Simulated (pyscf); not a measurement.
**Hydrogen abstraction: H₃C–SH + H atom (H•) → •H₂C–SH + hydrogen (H₂)**

Gas phase, doublet surface, charge 0. Bonds broken: C1–H3. Bonds formed: H3–H7. PySCF, gas phase, ωB97X-D3(BJ)/def2-SVP geometries.

Transition state (Å):

```xyz
7

C     -1.1259    -0.1668    -0.1551
S     -0.9481     1.4529     0.5427
H     -0.2738    -0.3593    -1.1564
H     -2.1068    -0.2623    -0.6388
H     -0.9190    -0.9995     0.5303
H      0.2227     1.2386     1.1729
H      0.3396    -0.5265    -1.8885
```

One imaginary mode, 1520i cm⁻¹; descent along it reached the two sides named.

```
bond   change  reactant side (Å)  saddle  product side
-----  ------  -----------------  ------  ------------
C1–H3  breaks              1.099   1.329           3.8
H3–H7   forms                3.1   0.970         0.761
```

Electronic energies relative to the separated reactants (eV):

```tsv
level	barrier	reaction energy	reverse barrier
ωB97X-D3(BJ)/def2-TZVP	0.42	-0.27	0.68
PBE/def2-TZVP	0.13	-0.32	0.44
r²SCAN/def2-TZVP	0.10	-0.46	0.55
B3LYP-D3(BJ)/def2-TZVP	0.15	-0.44	0.59
PBE0-D3(BJ)/def2-TZVP	0.27	-0.25	0.52
M06-2X/def2-TZVP	0.47	-0.25	0.72
ωB97M-D3(BJ)/def2-TZVP	0.41	-0.27	0.68
HF/def2-TZVP	0.93	-0.16	1.09
```

With ωB97M-D3(BJ)/def2-TZVP energies and thermal terms (ideal gas, 1 atm, RRHO with modes under 100 cm⁻¹ raised to 100, one conformer, R ln 2 for chiral ones without a mode under 150 cm⁻¹), in eV:

| T (K) | ΔH‡ | ΔG‡ | ΔH | ΔG |
|---|---|---|---|---|
| 298 | 0.29 | 0.58 | -0.37 | -0.46 |
| 600 | 0.28 | 0.87 | -0.34 | -0.57 |
| 900 | 0.28 | 1.16 | -0.34 | -0.68 |
| 1200 | 0.28 | 1.46 | -0.35 | -0.80 |

This saddle turned up in a search for another step; its sides and bond changes are read from the two ends of the descent. The same reactants have a lower exit, to H₃C–S• + H₂ (barrier +0.14 eV at ωB97M-D3(BJ)/def2-TZVP, against +0.41 eV here). •H₂C–SH lies 0.44 eV over its isomer H₃C–S• (electronic energy, ωB97M-D3(BJ)/def2-TZVP). One saddle was located; it need not be the lowest between these sides. The angle at the transferred H is 178°.
